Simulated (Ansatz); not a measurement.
Relaxed structures of AlSiH3F (charge +1), singlet (PBE0-D4/def2-TZVP; forces vanish, vibrations not checked; lower isomers may exist, and structures with a doubtful reference or unclear bonds are left out; Å). Computed with Ansatz 0.2.0 (basis: def2-TZVPP); correlated methods freeze the cores.

Question: Rank them by CCSD(T) energy, lowest first, and give each one's height above the lowest. Links in brackets join atoms within 1.22 times the sum of their covalent radii (1.1 for two metals). (To be estimated.)
A.
AlSiH₃F ([F][AlH][SiH2]), total charge +1
```
6
angstrom
F -1.9284 -0.8817 0.5498
Al -0.5545 -1.2244 -0.2570
Si 0.6042 1.0005 0.1373
H 0.0091 -2.4385 -1.0468
H 0.4446 2.2079 -0.7103
H 1.4250 1.3363 1.3269
```
B.
AlSiH₃F ([FH][AlH][SiH]), total charge +1
```
6
angstrom
F -1.6808 -1.0831 0.8159
Al -0.0425 -0.9032 -0.3510
Si 0.9955 1.3144 0.2598
H -0.1939 -2.3085 -1.0467
H 0.0701 1.7986 -0.8620
H -2.2801 -1.8049 0.8403
```
C.
AlSiH₃F ([F]1[AlH][SiH2]1), total charge +1
```
6
angstrom
F -1.0383 -0.1275 0.4444
Al 0.0306 -1.2838 -0.5637
Si 0.4387 0.8891 0.1694
H -0.4175 -2.7195 -0.9623
H -0.0104 2.0691 -0.5921
H 0.9970 1.1726 1.5043
```

Answer: Computed: C (0.0 kJ/mol), A (11.7 kJ/mol), B (184.8 kJ/mol). Heights count from the lowest.

No T1 diagnostic of these runs exceeds 0.014. The restricted Hartree–Fock reference is unstable towards an unrestricted one at one or more of these structures.

For scale, one of the runs: CCSD(T)/def2-TZVPP, 157 basis functions, launched by `ansatz run in.yaml --threads 2 --pin off --events-out ev --progress --plain --max-ram 4352MiB`. Hardware: 2 CPU threads of an Arm Neoverse V1, shared host. Wall time 12 s; peak host memory 0.99 GiB.
